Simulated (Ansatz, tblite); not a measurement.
# The cluster CuSn2: rung by rung

Aim: run the doublet of the cluster CuSn2 at one geometry on many levels, and compare frontier levels, spin and run time.

Method: as each input shows; program: Ansatz 0.2.0, Gaussian basis.

Levels to be run: GFN1-xTB, GFN2-xTB, PBE-D4/def2-TZVP, r2SCAN-D4/def2-TZVP, LDA/def2-TZVP, BHLYP-D4/def2-TZVP, r2SCAN0-D4/def2-TZVP, HSE06-D4/def2-TZVP, ωB97X-V/def2-TZVP, PBE-D4/def2-SVP, PBE0-D4/def2-SVP, PBE0-D4/def2-TZVPD, PBE-D4/def2-TZVPD, r2SCAN-D4/def2-TZVPD, CCSD(T)/def2-TZVP, RPA/def2-TZVP.

## 1. The structure

The geometry is that of the doublet, from an earlier relaxation (PBE-D4/def2-TZVP). At that level it is the lowest of the isomers that a small search found.

3 atoms, charge 0, spin multiplicity 2.

Bond lengths: Cu1–Sn2 2.566 Å, Cu1–Sn3 2.566 Å, Sn2–Sn3 2.706 Å. Angles: Sn2–Cu1–Sn3 63.6°, Cu1–Sn2–Sn3 58.2°, Cu1–Sn3–Sn2 58.2°.

Sn takes a core potential in the def2 sets. No spin-orbit coupling is included.

PBE0-D4/def2-TZVP was run before; its log isn't repeated, and its numbers join the tables.

## 2. GFN1-xTB

Tight binding, by tblite at 300 K electronic temperature and without a spin-polarisation term:

```python
tblite.interface.Calculator('GFN1-xTB', numbers, positions, charge=0, uhf=1).singlepoint()
```

Energy -256.5178 eV; 0.002 s.

## 3. GFN2-xTB

Tight binding, by tblite at 300 K electronic temperature and without a spin-polarisation term:

```python
tblite.interface.Calculator('GFN2-xTB', numbers, positions, charge=0, uhf=1).singlepoint()
```

Energy -220.3102 eV; 0.002 s.

## 4. PBE-D4/def2-TZVP

start.molden holds the orbitals of an earlier run on this state, given as this run's starting guess.

Input file in.yaml:

```yaml
crystal:
  periodic: [false, false, false]
  atoms:
    - {symbol: Cu, position_ang: [-1.287136, -0.600901, -0.308936]}
    - {symbol: Sn, position_ang: [1.253159, -0.580724, -0.671366]}
    - {symbol: Sn, position_ang: [0.033967, 1.181626, 0.980302]}
basis:
  gaussian: {orbitals: def2-TZVP, initial_orbitals: start.molden}
magnetization: {spin_polarized: true, initial_magnetization: 1}
hamiltonian: {xc: pbe, dispersion: d4}
scf: {omitted_lower_state_checks: [starts]}
output: {orbitals: {seedname: orbitals}}
```

Command:

```sh
ansatz run in.yaml --threads 4 --pin off --events-out ev --progress --plain --max-ram 3916MiB
```

The program printed:

```text
Functional definition: PBE
  name "PBE"
  cite "Perdew, Burke & Ernzerhof, Phys. Rev. Lett. 77, 3865 (1996) doi:10.1103/PhysRevLett.77.3865"
  parent pbe
  parameter kappa = 0.804
  parameter beta = 0.06672455060314922
  exchange = pbe_x(kappa = kappa, mu = beta*pi^2/3)
  correlation = pbe_c(beta = beta)
these checks for a lower state are left out or cut short: starts
1229 factors; their error is unknown
mean field evaluation 1: about -56298.4310 eV, gradient 6.4e0 eV
mean field evaluation 2: about -56298.5967 eV, gradient 4.8e-1 eV
mean field evaluation 4: about -56298.5634 eV, gradient 7.9e-2 eV
mean field evaluation 8: about -56298.5635 eV, gradient 1.7e-5 eV
mean field evaluation 16: about -56298.5658 eV, gradient 9.0e-3 eV
mean field evaluation 32: about -56298.5661 eV, gradient 3.0e-6 eV
mean field -56298.56607214 eV, -2068.9341426123 hartree, gradient 3.0e-6 eV, S^2 0.752887; 1 other end points of the search recorded, 0 dependent functions left out
reference -56298.56610755 eV, -2068.9341439137 hartree; 37, 36 occupied and 108, 109 virtual orbitals, 1229 factors
Total energy: -56298.70629688 eV, -2068.9392957764 hartree
Checks for a lower state left out: starts
```

Wall time 15 s (4 threads of Arm Neoverse V2, shared host).

Report: HOMO -4.22 eV, LUMO -4.11 eV (over both spins); ⟨S²⟩ 0.753 (pure: 0.75); the next solution that the search met lies 0.003 eV higher.

## 5. r2SCAN-D4/def2-TZVP

in.yaml, as its differences from that of step 4:

```diff
@@ -9,3 +9,3 @@
 magnetization: {spin_polarized: true, initial_magnetization: 1}
-hamiltonian: {xc: pbe, dispersion: d4}
+hamiltonian: {xc: r2scan, dispersion: d4}
 scf: {omitted_lower_state_checks: [starts]}
```

Launched as before.

The program printed (excerpt; [...] marks lines left out):

```text
Functional definition: r2SCAN
  name "r2SCAN"
  cite "Furness, Kaplan, Ning, Perdew & Sun, J. Phys. Chem. Lett. 11, 8208 (2020) doi:10.1021/acs.jpclett.0c02405"
  cite "Furness, Kaplan, Ning, Perdew & Sun, J. Phys. Chem. Lett. 11, 9248 (2020) doi:10.1021/acs.jpclett.0c03077"
  parent r2scan
[...]
1229 factors; their error is unknown
[...]
mean field -56308.97859003 eV, -2069.3167955870 hartree, gradient 5.3e-6 eV, S^2 0.759316; 1 other end points of the search recorded, 0 dependent functions left out
reference -56308.97861180 eV, -2069.3167963870 hartree; 37, 36 occupied and 108, 109 virtual orbitals, 1229 factors
Total energy: -56309.00139295 eV, -2069.3176335789 hartree
Checks for a lower state left out: starts
```

It took 30 s on 4 threads of Arm Neoverse V2, shared host.

Report: HOMO -4.37 eV, LUMO -3.91 eV (over both spins); ⟨S²⟩ 0.759 (pure: 0.75); the next solution that the search met lies 0.007 eV higher.

## 6. LDA/def2-TZVP

in.yaml, as its differences from that of step 5:

```diff
@@ -9,4 +9,4 @@
 magnetization: {spin_polarized: true, initial_magnetization: 1}
-hamiltonian: {xc: r2scan, dispersion: d4}
+hamiltonian: {xc: lda}
 scf: {omitted_lower_state_checks: [starts]}
-output: {orbitals: {seedname: orbitals}}
+output: {forces: true, orbitals: {seedname: orbitals}}
```

The command is unchanged.

The program printed (excerpt; [...] marks lines left out):

```text
Functional definition: SPW92
  name "SPW92"
  cite "Dirac, Proc. Camb. Phil. Soc. 26, 376 (1930) doi:10.1017/S0305004100016108"
  cite "Slater, Phys. Rev. 81, 385 (1951) doi:10.1103/PhysRev.81.385"
  cite "Perdew & Wang, Phys. Rev. B 45, 13244 (1992) doi:10.1103/PhysRevB.45.13244"
[...]
1229 factors; their error is unknown
[...]
mean field -56212.15868142 eV, -2065.7587295724 hartree, gradient 3.3e-9 eV, S^2 0.751081; 1 other end points of the search recorded, 0 dependent functions left out
[...]
reference -56212.15871451 eV, -2065.7587307886 hartree; 37, 36 occupied and 108, 109 virtual orbitals, 1229 factors
Total energy: -56212.15871451 eV, -2065.7587307886 hartree
Atom 0 at    -1.287136    -0.600901    -0.308936 Å, force     0.325400     0.151914     0.078102 eV/Å
Atom 1 at     1.253159    -0.580724    -0.671366 Å, force     0.019561    -0.339418    -0.285965 eV/Å
Atom 2 at     0.033967     1.181626     0.980302 Å, force    -0.344962     0.187503     0.207863 eV/Å
Dipole moment:    -0.141428    -0.035750    -0.066251 e Å
Checks for a lower state left out: starts
```

Run time: 8.5 s. Hardware: 4 threads of Arm Neoverse V2, shared host.

Report: HOMO -4.40 eV, LUMO -4.44 eV (over both spins; with the spin held, an empty level of the minority spin lies below the top filled one); ⟨S²⟩ 0.751 (pure: 0.75).

## 7. BHLYP-D4/def2-TZVP

in.yaml, as its differences from that of step 6:

```diff
@@ -9,4 +9,4 @@
 magnetization: {spin_polarized: true, initial_magnetization: 1}
-hamiltonian: {xc: lda}
+hamiltonian: {xc: {name: BHLYP}, dispersion: d4}
 scf: {omitted_lower_state_checks: [starts]}
-output: {forces: true, orbitals: {seedname: orbitals}}
+output: {orbitals: {seedname: orbitals}}
```

The command is unchanged.

The program printed:

```text
Functional definition: BHLYP
  name "BHLYP"
  cite "Becke, J. Chem. Phys. 98, 1372 (1993) doi:10.1063/1.464304"
  cite "Becke, Phys. Rev. A 38, 3098 (1988) doi:10.1103/PhysRevA.38.3098"
  cite "Lee, Yang & Parr, Phys. Rev. B 37, 785 (1988) doi:10.1103/PhysRevB.37.785"
  parameter a = 0.5
  exchange = (1 - a)*b88_x + a*exact_x
  correlation = lyp_c
these checks for a lower state are left out or cut short: starts
1437 factors; integrals over basis functions are off by at most 4.5e-4 eV
mean field evaluation 1: about -56298.9173 eV, gradient 6.0e0 eV
mean field evaluation 2: about -56299.0405 eV, gradient 2.9e-1 eV
mean field evaluation 4: about -56299.1607 eV, gradient 1.1e-2 eV
mean field evaluation 8: about -56299.1607 eV, gradient 7.9e-5 eV
mean field -56299.16067875 eV, -2068.9559940024 hartree, gradient 7.1e-6 eV, S^2 0.752621; 0 other end points of the search recorded, 0 dependent functions left out
reference -56299.16080973 eV, -2068.9559988159 hartree; 37, 36 occupied and 108, 109 virtual orbitals, 1437 factors
Total energy: -56299.46795144 eV, -2068.9672860653 hartree
Checks for a lower state left out: starts
```

It took 8 s on 4 threads of Arm Neoverse V2, shared host; peak memory 0.62 GiB.

Report: HOMO -5.60 eV, LUMO -2.60 eV (over both spins); ⟨S²⟩ 0.753 (pure: 0.75).

## 8. r2SCAN0-D4/def2-TZVP

in.yaml, as its differences from that of step 7:

```diff
@@ -9,3 +9,3 @@
 magnetization: {spin_polarized: true, initial_magnetization: 1}
-hamiltonian: {xc: {name: BHLYP}, dispersion: d4}
+hamiltonian: {xc: {name: r2SCAN0}, dispersion: d4}
 scf: {omitted_lower_state_checks: [starts]}
```

Launched as before.

The program printed (excerpt; [...] marks lines left out):

```text
Functional definition: r2SCAN0
  name "r2SCAN0"
  cite "Bursch, Neugebauer, Ehlert & Grimme, J. Chem. Phys. 156, 134105 (2022) doi:10.1063/5.0086040"
  cite "Furness, Kaplan, Ning, Perdew & Sun, J. Phys. Chem. Lett. 11, 8208 (2020) doi:10.1021/acs.jpclett.0c02405"
  cite "Furness, Kaplan, Ning, Perdew & Sun, J. Phys. Chem. Lett. 11, 9248 (2020) doi:10.1021/acs.jpclett.0c03077"
  parent r2scan
[...]
1437 factors; integrals over basis functions are off by at most 4.5e-4 eV
[...]
mean field -56305.81333597 eV, -2069.2004746459 hartree, gradient 9.6e-7 eV, S^2 0.755174; 0 other end points of the search recorded, 0 dependent functions left out
reference -56305.81335313 eV, -2069.2004752765 hartree; 37, 36 occupied and 108, 109 virtual orbitals, 1437 factors
Total energy: -56305.84538029 eV, -2069.2016522531 hartree
Checks for a lower state left out: starts
```

Wall time 16 s (4 threads of Arm Neoverse V2, shared host); peak memory 0.69 GiB.

From the report: HOMO -5.05 eV, LUMO -3.23 eV (over both spins); ⟨S²⟩ 0.755 (pure: 0.75).

## 9. HSE06-D4/def2-TZVP

in.yaml, as its differences from that of step 8:

```diff
@@ -9,3 +9,3 @@
 magnetization: {spin_polarized: true, initial_magnetization: 1}
-hamiltonian: {xc: {name: r2SCAN0}, dispersion: d4}
+hamiltonian: {xc: hse06, dispersion: d4}
 scf: {omitted_lower_state_checks: [starts]}
```

Launched as before.

The program printed (excerpt; [...] marks lines left out):

```text
Functional definition: HSE06
  name "HSE06"
  cite "Heyd, Scuseria & Ernzerhof, J. Chem. Phys. 118, 8207 (2003) doi:10.1063/1.1564060"
  cite "Krukau, Vydrov, Izmaylov & Scuseria, J. Chem. Phys. 125, 224106 (2006) doi:10.1063/1.2404663"
  cite "Heyd & Scuseria, J. Chem. Phys. 120, 7274 (2004) doi:10.1063/1.1668634"
  cite "Ernzerhof & Perdew, J. Chem. Phys. 109, 3313 (1998) doi:10.1063/1.476928"
  cite "Perdew, Burke & Ernzerhof, Phys. Rev. Lett. 77, 3865 (1996) doi:10.1103/PhysRevLett.77.3865"
  parent pbe
[...]
  # The whole range is PBE's own exchange, as in plane waves. The composition of these papers is wPBEh.
[...]
1437 factors; integrals over basis functions are off by at most 4.5e-4 eV
71 factors; integrals over basis functions are off by at most 2.2e-6 eV
[...]
mean field -56298.42556409 eV, -2068.9289790369 hartree, gradient 6.2e-6 eV, S^2 0.753153; 0 other end points of the search recorded, 0 dependent functions left out
reference -56298.42559973 eV, -2068.9289803466 hartree; 37, 36 occupied and 108, 109 virtual orbitals, 1437 factors
Total energy: -56298.54301733 eV, -2068.9332953640 hartree
Checks for a lower state left out: starts
```

It took 7 s on 4 threads of Arm Neoverse V2, shared host; peak memory 0.64 GiB.

HOMO -4.59 eV, LUMO -3.71 eV (over both spins); ⟨S²⟩ 0.753 (pure: 0.75).

## 10. ωB97X-V/def2-TZVP

in.yaml, as its differences from that of step 9:

```diff
@@ -9,3 +9,3 @@
 magnetization: {spin_polarized: true, initial_magnetization: 1}
-hamiltonian: {xc: hse06, dispersion: d4}
+hamiltonian: {xc: {name: wB97X-V}}
 scf: {omitted_lower_state_checks: [starts]}
```

Launched as before.

The program printed (excerpt; [...] marks lines left out):

```text
Functional definition: wB97X-V
  name "wB97X-V"
  cite "Mardirossian & Head-Gordon, Phys. Chem. Chem. Phys. 16, 9904 (2014) doi:10.1039/C3CP54374A"
  cite "Becke, J. Chem. Phys. 107, 8554 (1997) doi:10.1063/1.475007"
  cite "Vydrov & Van Voorhis, J. Chem. Phys. 133, 244103 (2010) doi:10.1063/1.3521275"
[...]
      + integral(e_c_pw_opposite_spin*poly(b97_u_opposite, cos0, cos1)) + vv10(b, c)
[...]
1437 factors; integrals over basis functions are off by at most 4.5e-4 eV
245 factors; integrals over basis functions are off by at most 3.8e-5 eV
[...]
mean field -56298.72513972 eV, -2068.9399882384 hartree, gradient 5.0e-6 eV, S^2 0.752377; 0 other end points of the search recorded, 0 dependent functions left out
reference -56298.72513864 eV, -2068.9399881985 hartree; 37, 36 occupied and 108, 109 virtual orbitals, 1437 factors
Total energy: -56298.72513864 eV, -2068.9399881985 hartree
Checks for a lower state left out: starts
```

Run time: 20 s. Hardware: 4 threads of Arm Neoverse V2, shared host; peak memory 0.84 GiB.

HOMO -6.80 eV, LUMO -1.54 eV (over both spins); ⟨S²⟩ 0.752 (pure: 0.75).

## 11. PBE-D4/def2-SVP

in.yaml, as its differences from that of step 10:

```diff
@@ -7,5 +7,5 @@
 basis:
-  gaussian: {orbitals: def2-TZVP, initial_orbitals: start.molden}
+  gaussian: {orbitals: def2-SVP, initial_orbitals: start.molden}
 magnetization: {spin_polarized: true, initial_magnetization: 1}
-hamiltonian: {xc: {name: wB97X-V}}
+hamiltonian: {xc: pbe, dispersion: d4}
 scf: {omitted_lower_state_checks: [starts]}
```

Launched as before.

The program printed:

```text
Functional definition: PBE
  name "PBE"
  cite "Perdew, Burke & Ernzerhof, Phys. Rev. Lett. 77, 3865 (1996) doi:10.1103/PhysRevLett.77.3865"
  parent pbe
  parameter kappa = 0.804
  parameter beta = 0.06672455060314922
  exchange = pbe_x(kappa = kappa, mu = beta*pi^2/3)
  correlation = pbe_c(beta = beta)
these checks for a lower state are left out or cut short: starts
966 factors; their error is unknown
mean field evaluation 1: about -56290.9676 eV, gradient 2.3e1 eV
mean field evaluation 2: about -56291.2840 eV, gradient 7.7e-1 eV
mean field evaluation 4: about -56291.3054 eV, gradient 3.5e-4 eV
mean field evaluation 8: about -56291.2843 eV, gradient 2.2e-5 eV
mean field evaluation 16: about -56291.2843 eV, gradient 4.5e-6 eV
mean field -56291.28432831 eV, -2068.6665434625 hartree, gradient 4.5e-6 eV, S^2 0.751685; 0 other end points of the search recorded, 0 dependent functions left out
reference -56291.28436381 eV, -2068.6665447669 hartree; 37, 36 occupied and 46, 47 virtual orbitals, 966 factors
Total energy: -56291.42455313 eV, -2068.6716966297 hartree
Checks for a lower state left out: starts
```

Run time: 3.9 s. Hardware: 4 threads of Arm Neoverse V2, shared host.

From the report: HOMO -4.06 eV, LUMO -4.00 eV (over both spins); ⟨S²⟩ 0.752 (pure: 0.75).

(Part 1 of 2 ends here.)
